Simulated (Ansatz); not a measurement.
Basis-set extrapolation for C3H4S, SMILES `CC=C=S` (PBE0-D4/def2-TZVP geometry, frozen core, Ansatz 0.2.0). Multiplicity 1, RHF reference.

```tsv
	def2-TZVPP	def2-QZVPP
HF	-513.467706	-513.483810
MP2 correlation	-0.653766	-0.698927
CCSD(T) correlation	-0.722469	not run
```

Energies in hartree. Use E(X) = E(∞) + A·exp(−7.88·√X) for Hartree–Fock and E(X) = E(∞) + B·X^(−2.97) for correlation, with X = 3 and 4, and add CCSD(T) minus MP2 of the smaller set to the MP2 limit.

Question: What is the CCSD(T) energy at the basis-set limit?

Answer: HF limit: -513.483810 + (-0.016104) × 0.13774 = -513.48603. MP2 limit: -0.698927 + (-0.045161) × 0.74074 = -0.73238. Higher-order term: -0.722469 − (-0.653766) = -0.06870. Total: -514.28711 hartree, 254.5 kJ/mol below CCSD(T)/def2-TZVPP.
